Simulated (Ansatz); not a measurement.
in.yaml

```yaml
crystal:
  periodic: [false, false, false]
  atoms:
    - {symbol: Co, position_ang: [0.000000, 0.000000, 0.000000]}
    - {symbol: H, position_ang: [0.000000, 0.000000, 1.524200]}
basis:
  gaussian: {orbitals: def2-SVP}
magnetization: {spin_polarized: true, initial_magnetization: 4}
hamiltonian: {xc: {name: PBE}}
output: {orbitals: {seedname: orbitals}}
```

```sh
$ ansatz run in.yaml --threads 1 --pin off --events-out ev --progress --plain --max-ram 2393MiB
```

The program prints:

```
444 factors; their error is unknown
mean field evaluation 1: about -37626.5366 eV, gradient 1.8e1 eV
mean field evaluation 2: about -37616.5927 eV, gradient 5.5e1 eV
mean field evaluation 4: about -37627.6951 eV, gradient 6.7e0 eV
mean field evaluation 8: about -37627.9482 eV, gradient 2.0e0 eV
mean field evaluation 16: about -37628.3419 eV, gradient 1.3e-3 eV
mean field evaluation 32: about -37627.8039 eV, gradient 4.6e-4 eV
mean field evaluation 64: about -37627.5095 eV, gradient 8.7e0 eV
mean field evaluation 96: about -37627.8742 eV, gradient 3.9e-3 eV
mean field evaluation 128: about -37628.1959 eV, gradient 6.9e-1 eV
mean field evaluation 160: about -37628.0348 eV, gradient 5.9e0 eV
mean field -37628.34194853 eV, -1382.8160612023 hartree, gradient 8.2e-6 eV, S^2 6.001078; 20 other end points of the search recorded, 0 dependent functions left out
reference -37628.34199701 eV, -1382.8160629839 hartree; 16, 12 occupied and 20, 24 virtual orbitals, 444 factors
Total energy: -37628.34199701 eV, -1382.8160629839 hartree
```

Ran on 1 thread of AMD EPYC, shared host: 18 s wall, 0.1 GiB peak host memory.
